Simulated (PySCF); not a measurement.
## Broadened absorption spectrum of thiopropynal

Thiopropynal, C3H2S.
SMILES with atom numbers: `[CH:1]#[C:2][CH:3]=[S:4]` (hydrogens: H5 on C1; H6 on C3)

The calculation used PySCF, TDDFT CAM-B3LYP/aug-cc-pVTZ, vertical, gas phase, core orbitals frozen in the response. Geometry: PBE0-D3(BJ)/def2-TZVP; no solvent, vibrations or thermal averaging.

Computed states:

```tsv
state	E (eV)	f
S1	2.07	0.0000
S2	4.12	0.0004
S3	4.68	0.268
S4	5.99	0.066
S5	6.43	0.013
S6	6.52	0.0016
S7	6.74	0.013
S8	6.77	0.105
S9	7.03	0.0044
S10	7.17	0.0005
```

Each state is given a Gaussian of 0.3 eV full width at half maximum, with ε(max) = 2.175×10⁸ f / Δν̃ (Δν̃ the width in cm⁻¹). The width is an assumption, not a result. The curve ends short of the highest state used, and states not computed would add to its high-energy end.

(1) What does the envelope look like, and where are its maxima?

(2) On this curve, what absorbance would a 10⁻⁵ mol/L sample give at 280 nm over a 1 cm path?

(3) Does any computed singlet lie in the visible range?

(4) Coming from long wavelengths, where does ε first pass 100 L mol⁻¹ cm⁻¹?

Results:

(1) 
(E (eV), ε (L mol⁻¹ cm⁻¹)): (1.62, 0), (1.76, 0), (1.90, 1), (2.04, 2), (2.18, 1), (2.33, 0), (2.47, 0), (2.61, 0), (2.75, 0), (2.89, 0), (3.03, 0), (3.17, 0), (3.32, 0), (3.46, 0), (3.60, 0), (3.74, 0), (3.88, 6), (4.02, 26), (4.16, 39), (4.31, 385), (4.45, 4873), (4.59, 18987), (4.73, 22119), (4.87, 7702), (5.01, 802), (5.15, 25), (5.30, 0), (5.44, 0), (5.58, 30), (5.72, 589), (5.86, 3423), (6.00, 5950), (6.15, 2919), (6.29, 1085), (6.43, 1655), (6.57, 4038)

Maxima: 265 nm (4.68 eV), ε about 24000, made up of S3 (100%); 207 nm (5.99 eV), ε about 6000, made up of S4 (100%) (ε in L mol⁻¹ cm⁻¹; maxima over ε = 5, shares over 10%). At its high-energy end, 6.57 eV, the curve is still rising (ε about 4000, from S5, S7 and S8).

(2) 280 nm is 4.428 eV, where ε is about 3500 L mol⁻¹ cm⁻¹, so A = ε c l ≈ 0.035 (Beer–Lambert, with the gas-phase spectrum and the assumed width).

(3) S1 lies in the visible range (380 to 750 nm), at 600 nm, dark in the vertical dipole picture (f under 0.0005); light of that wavelength is orange, and its complementary colour is green-blue; a Tamm–Dancoff triplet lies at 499 nm, without intensity as long as spin–orbit coupling is left out.

(4) At about 292 nm (4.25 eV), 2.18 eV above S1.
